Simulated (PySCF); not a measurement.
Compound: C5H7 (doublet state).
Cartesian coordinates in Å at the GFN2-xTB level; atoms count from 1:
```
atom  x, y, z in Å
C1     2.789    0.295   -0.154
C2     1.506    0.291   -0.269
C3     0.169    0.292   -0.399
C4    -0.716   -0.314    0.467
C5    -2.188   -0.285    0.281
H6     3.323    1.067    0.388
H7     3.416   -0.472   -0.593
H8    -0.237    0.816   -1.260
H9    -0.336   -0.841    1.329
H10   -2.676    0.179    1.142
H11   -2.587   -1.298    0.200
H12   -2.462    0.269   -0.614
```

The species is `C=[C]/C=C/C` [radical].

Computed, not measured: PySCF, UKS B3LYP, pcH-1 on C H, non-relativistic, mean-field spin-orbit, GIAO. Geometry: GFN2-xTB; no solvent, vibrations or thermal averaging. Couplings are sensitive to structure, and on GFN2-xTB geometries they can be far from those on DFT ones. No stability test was run, so a lower SCF solution isn't excluded. ⟨S²⟩ is 0.775 where a pure state has 0.75.

Principal values of hyperfine tensors in MHz (contact and dipolar terms together), for some of the nuclei:

```csv
atom,isotope,A1,A2,A3,alike by the symmetry of this geometry
H7,1H,107.18,107.94,115.58,H6
H10,1H,74.93,76.08,85.03,H11
C2,13C,-2.00,10.81,143.46,none
C3,13C,-78.04,-40.11,-34.05,none
H9,1H,-65.31,-44.29,-17.24,none
C1,13C,-49.64,-37.93,-32.78,none
C5,13C,-25.87,-23.27,-23.07,none
H8,1H,10.40,14.72,21.80,none
```

Task: Give the isotropic coupling of each nucleus in MHz and in mT (g = 2.0024), and the anisotropic part.

Result: a_iso is a third of the trace, T = A − a_iso, and a(mT) = a(MHz)/(g × 13.996).

```
atom  a_iso (MHz)  a_iso (mT)      T1      T2     T3
  H7       110.23       3.933   -3.05   -2.30   5.34
 H10        78.68       2.807   -3.75   -2.60   6.35
  C2        50.76       1.811  -52.75  -39.95  92.70
  C3       -50.73      -1.810  -27.30   10.62  16.68
  H9       -42.28      -1.509  -23.03   -2.01  25.04
  C1       -40.12      -1.431   -9.52    2.19   7.34
  C5       -24.07      -0.859   -1.80    0.80   1.00
  H8        15.64       0.558   -5.24   -0.92   6.16
```

Task: What spin density at the nucleus of H10 lies behind its contact coupling (g_N = 5.58569)?

Result: a_FC = 800.24 MHz bohr³ × g_N × ρ(0)/(2S). With a_FC = 78.68 MHz and 2S = 1, ρ(0) = 0.0176 bohr⁻³. In magnitude that is 5.5 % of the 1/π = 0.318 of a free hydrogen atom.

Task: C4 (13C, g_N = 1.40482) isn't in the table. Its spin density at the nucleus is 0.05647 bohr⁻³. What is its contact coupling?

Result: By the same relation, a_FC = 63.5 MHz. Its full tensor has the principal values 8.34, 9.46, 172.64 MHz.

Task: Which nucleus of the table has the largest anisotropic coupling, and what is its form?

Result: C2: -52.8, -39.9, 92.7 MHz, rhombic: the two smaller values differ by 14 % of the largest.

Task: What first-order splitting does H10 cause when the field lies along A1, A2 or A3 of its tensor (g taken as isotropic, no quadrupole term)?

Result: 2 lines (I = 1/2), spaced by |A_i|/(g × 13.996): 2.67, 2.71, 3.03 mT along the axes of A1, A2 and A3.

On an Arm Neoverse V1 with one thread (shared host), this took 29 s (grids of density and orbitals included) and 0.65 GiB of memory at its peak.
